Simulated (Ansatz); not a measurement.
in.yaml

```yaml
crystal:
  periodic: [false, false, false]
  atoms:
    - {symbol: Ge, position_ang: [0.000000, -0.062489, 1.201709]}
    - {symbol: Ge, position_ang: [0.000000, 0.062489, -1.201709]}
    - {symbol: H, position_ang: [0.000000, 1.452439, 1.654456]}
    - {symbol: H, position_ang: [0.000000, -1.452439, -1.654456]}
basis:
  gaussian: {orbitals: cc-pVDZ}
magnetization: {spin_polarized: false, initial_magnetization: 4}
correlation: {method: ccsdt_q, electrons: outside_noble_gas}
```

```sh
$ ansatz run in.yaml --threads 1 --pin off --events-out ev --progress --plain --max-ram 4096MiB --backend cpu
```

Log:

```
1290 factors; integrals over basis functions are off by at most 1.2e-7 eV
mean field evaluation 1: about -112972.4628 eV, gradient 8.9e0 eV
mean field evaluation 2: about -112972.4905 eV, gradient 8.9e0 eV
mean field evaluation 4: about -112973.6131 eV, gradient 1.3e0 eV
mean field evaluation 8: about -112973.6423 eV, gradient 5.2e-5 eV
mean field evaluation 16: about -112973.6404 eV, gradient 3.4e-1 eV
mean field evaluation 32: about -112971.2980 eV, gradient 1.4e-4 eV
mean field -112973.64233388 eV, -4151.7047794849 hartree, gradient 2.8e-6 eV, S^2 6.000000; 1 other end points of the search recorded, 0 dependent functions left out
determinant -112973.64233388 eV, -4151.7047794849 hartree, with singles and doubles -112977.82094969 eV, -4151.8583407835 hartree
determinant -112971.29802147 eV, -4151.6186275928 hartree, with singles and doubles -112976.30416809 eV, -4151.8026000878 hartree
28 core orbitals not correlated: weight in the atoms' cores, before any rotation towards them, 1.000 or more for the frozen orbitals, at most 0.000 for the correlated occupied ones
reference -112973.64233388 eV, -4151.7047794849 hartree; 7, 3 occupied and 29, 33 virtual orbitals, 1290 factors
second order -3.23797819 eV of doubles, -0.06086586 eV of singles
cycle   1  -3.91629899 eV  change   -6.2e-1 eV  update   7.4e-2
cycle   2  -4.27700025 eV  change   -3.6e-1 eV  update   3.5e-2
cycle   3  -4.31416067 eV  change   -3.7e-2 eV  update   1.5e-2
cycle   4  -4.32332526 eV  change   -9.2e-3 eV  update   7.6e-3
cycle   5  -4.32477100 eV  change   -1.4e-3 eV  update   3.4e-3
cycle   6  -4.32393470 eV  change    8.4e-4 eV  update   1.6e-3
cycle   7  -4.32465537 eV  change   -7.2e-4 eV  update   6.2e-4
cycle   8  -4.32514986 eV  change   -4.9e-4 eV  update   2.9e-4
cycle   9  -4.32502549 eV  change    1.2e-4 eV  update   1.4e-4
cycle  10  -4.32489606 eV  change    1.3e-4 eV  update   6.8e-5
cycle  11  -4.32491770 eV  change   -2.2e-5 eV  update   3.2e-5
cycle  12  -4.32494428 eV  change   -2.7e-5 eV  update   1.8e-5
cycle  13  -4.32496010 eV  change   -1.6e-5 eV  update   7.4e-6
cycle  14  -4.32495676 eV  change    3.3e-6 eV  update   3.5e-6
cycle  15  -4.32495153 eV  change    5.2e-6 eV  update   1.6e-6
cycle  16  -4.32495099 eV  change    5.4e-7 eV  update   7.1e-7
perturbative correction -0.00489031 eV, -0.0001797154 hartree
Total energy: -112977.97217517 eV, -4151.8638982177 hartree
```

For the same geometry and basis RCCSDTQ lies 0.8 meV lower.

Ran on 1 thread of AMD EPYC 7R13, shared host: 17 s wall, 0.34 GiB peak host memory.
